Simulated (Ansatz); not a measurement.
**Thallium, hcp under LDA: testing the plane-wave cutoff**

A convergence test of the plane-wave cutoff. The geometry was relaxed under LDA beforehand and stays fixed; 9 values are run, from 150 to 800 eV. Wanted are the values from which on the energy stays within 10 and 1 meV/atom, and the pressure within 0.5 GPa, of the last run. Within the series other settings stay, but some runs also write fields, which adds to their time. Spin polarisation is left out.

Computed with Ansatz 0.2.0 (DFT LDA, plane waves with PAW, scalar-relativistic, unless a step says otherwise).

## (1) Starting point

It takes space group P6_3/mmc (No. 194, hexagonal). Conventional cell: a = 3.401 Å, b = 3.401 Å, c = 5.443 Å, α = 90.00°, β = 90.00°, γ = 120.00°. Around Tl (site symmetry -6m2) lie 12 Tl at 3.36 to 3.40 Å.

Coordinates:

```
CELL_PARAMETERS angstrom
3.40140 0.00000 0.00000
-1.70070 2.94570 0.00000
0.00000 0.00000 5.44300
ATOMIC_POSITIONS crystal
Tl 0.33333 0.66667 0.25000
Tl 0.66667 0.33333 0.75000
```

## (2) The usual settings first

input.yaml

```yaml
crystal:
  lattice:
    - [3.4014029632, 0.0, 0.0]
    - [-1.7007014816, 2.9457013746, 0.0]
    - [0.0, 0.0, 5.4430041633]
  atoms:
    - { symbol: Tl, position: [0.3333333333, 0.6666666667, 0.25] }
    - { symbol: Tl, position: [0.6666666667, 0.3333333333, 0.75] }
hamiltonian:
  xc: lda
  pseudopotentials:
    kind: paw
    azcp:
      Tl: "pseudopotentials/Tl.paw.azcp"
basis:
  ecutwfc: 420
  fft_grid_basis: typed
kpoints:
  mp_grid: { grid: [17, 17, 10], shift: [0, 0, 0] }
magnetization:
  spin_polarized: false
scf:
  occupations: { method: fermi_dirac, width: 0.1 }
  lower_state_search: "off"
output:
  stress: true
```

Command:

```console
ansatz run input.yaml --threads 2 --pin off --max-ram 5120MiB --backend cpu --events-out ev --progress --plain --runs-dir out
```

## (3) Run at 150 eV

The run at 150 eV.

Changes to input.yaml since step 2:

```diff
@@ -15,6 +15,6 @@
 basis:
-  ecutwfc: 420
+  ecutwfc: 150
   fft_grid_basis: typed
 kpoints:
-  mp_grid: { grid: [17, 17, 10], shift: [0, 0, 0] }
+  mp_grid: { grid: [11, 11, 6], shift: [0, 0, 0] }
 magnetization:
```

## (4) Run at 200 eV

The run at 200 eV.

Changes to input.yaml since step 3:

```diff
@@ -15,3 +15,3 @@
 basis:
-  ecutwfc: 150
+  ecutwfc: 200
   fft_grid_basis: typed
```

## (5) Run at 250 eV

The run at 250 eV.

Changes to input.yaml since step 4:

```diff
@@ -15,3 +15,3 @@
 basis:
-  ecutwfc: 200
+  ecutwfc: 250
   fft_grid_basis: typed
```

## (6) Run at 300 eV

The run at 300 eV.

Changes to input.yaml since step 5:

```diff
@@ -15,3 +15,3 @@
 basis:
-  ecutwfc: 250
+  ecutwfc: 300
   fft_grid_basis: typed
@@ -26 +26,5 @@
   stress: true
+  write_density: true
+  write_potential: true
+  elf: true
+  volumetric_format: npy
```

## (7) Run at 350 eV

The run at 350 eV.

Changes to input.yaml since step 6:

```diff
@@ -15,3 +15,3 @@
 basis:
-  ecutwfc: 300
+  ecutwfc: 350
   fft_grid_basis: typed
```

## (8) Run at 420 eV

The run at 420 eV.

Changes to input.yaml since step 7:

```diff
@@ -15,3 +15,3 @@
 basis:
-  ecutwfc: 350
+  ecutwfc: 420
   fft_grid_basis: typed
@@ -26,5 +26 @@
   stress: true
-  write_density: true
-  write_potential: true
-  elf: true
-  volumetric_format: npy
```

## (9) Run at 500 eV

The run at 500 eV.

Changes to input.yaml since step 8:

```diff
@@ -15,3 +15,3 @@
 basis:
-  ecutwfc: 420
+  ecutwfc: 500
   fft_grid_basis: typed
```

## (10) Run at 600 eV

The run at 600 eV.

Changes to input.yaml since step 9:

```diff
@@ -15,3 +15,3 @@
 basis:
-  ecutwfc: 500
+  ecutwfc: 600
   fft_grid_basis: typed
@@ -26 +26,5 @@
   stress: true
+  write_density: true
+  write_potential: true
+  elf: true
+  volumetric_format: npy
```

## (11) Run at 800 eV

The run at 800 eV.

Changes to input.yaml since step 10:

```diff
@@ -15,3 +15,3 @@
 basis:
-  ecutwfc: 600
+  ecutwfc: 800
   fft_grid_basis: typed
@@ -26,5 +26 @@
   stress: true
-  write_density: true
-  write_potential: true
-  elf: true
-  volumetric_format: npy
```

(Steps that only read results are left out.)

Before running it: what results should come out?

The runs gave:

| quantity | value |
| --- | --- |
| E(σ → 0) stays within 10 meV/atom of 800 eV | from 350 eV on |
| E(σ → 0) stays within 1 meV/atom | from 500 eV on |
| pressure stays within 0.5 GPa | from 300 eV on |
| pressure at 800 eV | 0.00 GPa |
| CPU time, dearest over cheapest | 6.2 |
| run at the usual settings (mesh 17×17×10 against the series' 11×11×6, 420 eV) | +4.7 meV/atom from 800 eV, 0.02 GPa |

What this shows: The far end, 150 eV, lies +23807 meV/atom and -7.2 GPa from the yardstick. The energy falls at each step up in cutoff, as the variational principle asks. Total energies within 1 meV/atom need 500 eV; differences between like structures often settle sooner.
